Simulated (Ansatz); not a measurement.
Two isomers of C5H8: A = `CC=C1CC1`, B = `C=CC(=C)C`.

Isolated molecules relaxed with PBE0-D4/def2-TZVP in Ansatz; ΔE leaves out vibrations. CBS: MP2 limit from def2 TZ/QZ plus the TZ coupled-cluster correction, frozen cores. DFT in def2-TZVPP. B3LYP here is the variant with VWN-RPA as its local correlation; programs differ in this. Each species was taken in one conformer, which may not be the lowest.

A:

Z-matrix (Å, degrees):
```
C
C 1 1.492
H 1 1.095 2 111.1
H 1 1.095 2 111.1 3 118.6
H 1 1.091 2 111.1 3 -120.7
C 2 1.317 1 124.4 3 120.5
H 2 1.088 1 117.2 3 -59.5
C 6 1.456 2 148.9 1 -180.0
C 6 1.459 2 147.8 1 -0.0
H 8 1.086 6 118.9 2 -73.7
H 8 1.086 6 118.9 2 73.6
H 9 1.086 6 118.9 2 73.7
H 9 1.086 6 118.9 2 -73.7
```

B:

```xyz
13

C     0.7341   -1.2865    1.3297
C     0.5079   -1.0366    0.0413
C    -0.1211    0.1666   -0.4928
C    -0.2896    0.2936   -1.8122
C    -0.5612    1.2295    0.4629
H     1.2084   -2.2074    1.6463
H     0.4562   -0.5863    2.1094
H     0.8073   -1.7745   -0.6993
H     0.0330   -0.4835   -2.4964
H    -0.7524    1.1733   -2.2446
H    -1.0135    2.0684   -0.0662
H     0.2839    1.6061    1.0465
H    -1.2928    0.8374    1.1755
```

Task: Which isomer does CCSD(T)/CBS put lower? Give the gap. (An estimate is asked.)

Result: The calculation gave: B, by 86.0 kJ/mol.

Task: Give E(B) − E(A) in kJ/mol with B2PLYP, ωB97M-V, PBE-D4, HF/def2-TZVPP, B3LYP-D4, B3LYP, CCSD/def2-TZVPP. (Estimate.)

Result: Ansatz gave: B2PLYP -83.4, ωB97M-V -73.2, PBE-D4 -67.4, HF/def2-TZVPP -90.3, B3LYP-D4 -86.1, B3LYP -82.4, CCSD/def2-TZVPP -82.2. None reverses the order clearly.

Largest T1 diagnostic: 0.011.

From PBE to PBE0 (25 % exact exchange), in def2-TZVPP and without D4, E(B) − E(A) moves by +3.7 kJ/mol. In def2-TZVPP, CCSD(T) changes the Hartree–Fock value by +5.2 kJ/mol (the triples alone add −2.9 kJ/mol) and MP2 by +13.3 kJ/mol.
